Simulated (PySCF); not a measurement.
**Field gradients at the hydrogen positions**

Species: 3-methyl-1-butene, C5H10.
Structure used (PBE0-D3(BJ)/def2-SVP), in Å, numbered top down from 1:
```
atom  x, y, z in Å
C1     2.2619   -0.1171   -0.2245
C2     1.0655   -0.2332    0.3520
C3    -0.2484    0.1292   -0.2774
C4    -0.9364    1.2430    0.5117
C5    -1.1494   -1.1002   -0.3938
H6     2.3677    0.2691   -1.2440
H7     3.1801   -0.4018    0.2962
H8     1.0044   -0.6254    1.3773
H9    -0.0417    0.5040   -1.2957
H10   -0.3030    2.1407    0.5711
H11   -1.8919    1.5269    0.0433
H12   -1.1548    0.9175    1.5424
H13   -1.3756   -1.5175    0.6015
H14   -0.6700   -1.8923   -0.9882
H15   -2.1077   -0.8437   -0.8722
```

Level: PBE0/pcSseg-1 (PySCF, non-relativistic); Q(2H) = 0.00286 b; rigid geometry, the same for H and D, with no vibrational averaging.

Question: Rank these positions by the coupling χzz of a deuteron there, largest first.
A. H12 (methyl hydrogen)
B. H6 (vinylic hydrogen)
C. H9 (methine hydrogen)

Answer: B (204 kHz), A (194 kHz), C (188 kHz).

Q: What are Vzz, η and χzz (234.96 MHz × Q × Vzz) at all hydrogens?

A: 
```csv
atom,bonded to,bond length (Å),Vzz (au),η,χzz (kHz)
H6,C1,1.095,0.3042,0.06,204
H7,C1,1.093,0.3078,0.06,207
H8,C2,1.099,0.2940,0.06,198
H9,C3,1.105,0.2793,0.02,188
H10,C4,1.100,0.2924,0.02,197
H11,C4,1.101,0.2917,0.02,196
H12,C4,1.103,0.2887,0.03,194
H13,C5,1.103,0.2887,0.03,194
H14,C5,1.100,0.2925,0.02,197
H15,C5,1.101,0.2917,0.02,196
```

Q: How does χzz go with the bond length over the 10 C–H bonds?

A: A straight-line fit has a slope of -15.2 kHz for each 0.01 Å, with a correlation coefficient of -0.98, over lengths from 1.093 to 1.105 Å. The longer bonds have the smaller couplings here.

Q: A static deuteron (I = 1) shows a doublet split by (3/2)χ, (3/4)χ(1 + η) and (3/4)χ(1 − η) with the field along z, y and x of the gradient. What are these for H9?

A: With |χ| = 187.7 kHz and η = 0.016: 282, 143 and 138 kHz, to first order and without motion.

Geometry: PBE0-D3(BJ)/def2-SVP, one conformer, isolated molecule. A larger basis could move these couplings by a tenth or more.
